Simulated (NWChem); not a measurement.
Molecule: CHO, doublet; SMILES [CH]=O

```xyz
3

C      0.1308     0.5783     0.0000
O     -0.0053    -0.5995     0.0000
H     -0.7420     1.3263     0.0000
```
Atoms are numbered in this order, from 1.

In the optimisation the excess spin sits in a' (Cs, its own frame). Geometry: optimised at PBE-D3(BJ)/def2-SVP, spin-unrestricted. No stability test was run on the SCF state.

Symmetry labels are those of Cs in the frame above (b1 and b2, or b-type labels, depend on it). States above −ε(HOMO) = 6.6 eV lie in this functional's continuum and hang on the basis.

Task: List the 6 lowest vertical excitations from PBE0/def2-SVPD, spin-unrestricted, TDA (NWChem).

Result: 
```json
[
 {"state": "state 1", "energy (eV)": "2.29", "oscillator strength": "0.002", "symmetry of the excitation": "a\"", "<S²>": "0.76"},
 {"state": "state 2", "energy (eV)": "6.01", "oscillator strength": "0.058", "symmetry of the excitation": "a'", "<S²>": "0.78"},
 {"state": "state 3", "energy (eV)": "6.23", "oscillator strength": "0.022", "symmetry of the excitation": "a'", "<S²>": "1.16"},
 {"state": "state 4", "energy (eV)": "6.68", "oscillator strength": "0.004", "symmetry of the excitation": "a\"", "<S²>": "2.19"},
 {"state": "state 5", "energy (eV)": "6.91", "oscillator strength": "0.008", "symmetry of the excitation": "a'", "<S²>": "2.31"},
 {"state": "state 6", "energy (eV)": "7.27", "oscillator strength": "0.000", "symmetry of the excitation": "a\"", "<S²>": "0.96"}
]
```
